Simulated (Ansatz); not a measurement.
# C2H2FO+ (SMILES [OH+]=C=CF): one structure at several levels

An exercise on one series of results from a longer session: the logs are not shown, and one member is left open.

Program: Ansatz 0.2.0, Gaussian basis. Level of theory: single points in def2-TZVPP. These are calculated values, not measurements.

Correlated methods freeze the cores. B3LYP uses VWN-RPA correlation.

**Where the work starts**

SMILES `[OH+]=C=CF`, 6 atoms, charge 1, spin multiplicity 1.

Atoms are counted from 1 here; the program's logs count them from 0.

Bond lengths: O1–C2 1.152 Å, O1–H5 0.981 Å, C2–C3 1.279 Å, C3–F4 1.276 Å, C3–H6 1.071 Å. Angles: C2–O1–H5 119.2°, O1–C2–C3 167.9°, C2–C3–F4 133.3°, C2–C3–H6 115.1°, F4–C3–H6 111.5°.

Coordinates:

```xyz
6

O    -0.4346    1.2194   -0.8225
C    -0.1467    0.2570   -0.2577
C     0.0665   -0.6843    0.5816
F    -0.3644   -1.8807    0.6832
H     0.1070    1.5055   -1.5888
H     0.7019   -0.4242    1.4040
```

Set-up of the first run:

Input file run/in.yaml:

```yaml
crystal:
  periodic: [false, false, false]
  atoms:
    - {symbol: O, position_ang: [-0.434600, 1.219400, -0.822500]}
    - {symbol: C, position_ang: [-0.146700, 0.257000, -0.257700]}
    - {symbol: C, position_ang: [0.066500, -0.684300, 0.581600]}
    - {symbol: F, position_ang: [-0.364400, -1.880700, 0.683200]}
    - {symbol: H, position_ang: [0.107000, 1.505500, -1.588800]}
    - {symbol: H, position_ang: [0.701900, -0.424200, 1.404000]}
basis:
  gaussian: {orbitals: def2-TZVPP}
total_charge: 1
correlation: {method: ccsd_t}
output: {forces: true}
```

The command line of these runs was not kept.

Steps of the session up to this table: CCSD(T)/def2-TZVPP; PBE0-D4/def2-TZVPP; wB97M-V/def2-TZVPP; r2SCAN-D4/def2-TZVPP; PBE-D4/def2-TZVPP; B3LYP-D4/def2-TZVPP; r2SCAN0-D4/def2-TZVPP.

One of the session's tables, all rows but one given; the rest of the session is left out.

| method | RMS force component (eV/Å) | angle to CCSD(T) forces (°) |
| --- | --- | --- |
| CCSD(T) | 2.254 | reference |
| PBE0-D4 | 2.026 | 6.4 |
| wB97M-V | 2.161 | 5.5 |
| r2SCAN-D4 | 2.100 | 5.7 |
| PBE-D4 | ? | ? |
| B3LYP-D4 | 2.097 | 5.8 |
| r2SCAN0-D4 | 1.961 | 7.9 |

Q: Estimate the row for PBE-D4 from the others.

As computed: RMS force component (eV/Å): 2.226; angle to CCSD(T) forces (°): 7.6. In the column «RMS force component (eV/Å)» it lies between wB97M-V (2.161) and CCSD(T) (2.254).
